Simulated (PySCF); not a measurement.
Molecule: `C/C=C\PCC`, C5H11P.

Bonds (- single, = double, # triple, : aromatic): C1-C2, C2=C3, C3-P4, P4-C5, C5-C6. C1 carries H7, H8, H9; C2 carries H10; C3 carries H11; P4 carries H12; C5 carries H13, H14; C6 carries H15, H16, H17. Stereochemistry as in C/C=C\PCC.

Frames of a GFN2-xTB Langevin trajectory at 400 K; GIAO PBE0/pcSseg-1 shieldings in PySCF 2.14.0 with density-fitted response routines, gas phase, non-relativistic; equivalent atoms averaged within each frame.

Referencing at the same level of theory: ¹³C (σ = 186.93 ppm) and ¹H (σ = 31.72 ppm) vs TMS; H3PO4 for ³¹P (σ = 318.38 ppm). The references are static minima.

Problem. How do the shifts (ppm) fluctuate along the trajectory?

Solution. 
```
         time (fs)     C2     C3    C1    C6    C5     P4   H10   H11   H12  H7/H8/H9
optimised geometry  142.9  133.0  20.9  19.7  19.6  -78.3  6.37  5.62  3.88      1.87
               250  156.5  139.0  24.5  22.7  11.7  -70.4  7.63  7.08  4.93      2.38
               425  155.7  119.4  29.5  17.5  22.2  -68.3  7.72  4.87  3.79      2.30
               625  157.1  142.8  18.7  18.8  19.8  -71.9  7.80  6.61  3.52      3.12
               800  148.2  136.1  23.1  26.5  13.3  -39.4  6.79  6.42  3.05      2.64
              1000  139.8  134.8  27.1  14.9  19.6  -64.3  6.85  6.09  3.84      2.99
    mean of frames  151.5  134.4  24.6  20.1  17.3  -62.8  7.36  6.21  3.82      2.69
standard deviation    7.4    8.9   4.1   4.6   4.6   13.4  0.50  0.83  0.69      0.36
```

5 frames give an uncertainty of the mean of about the standard deviation over 2.2 at best, since frames this close in time may not be independent; classical motion lacks zero-point vibration, and the reference would need the same averaging.
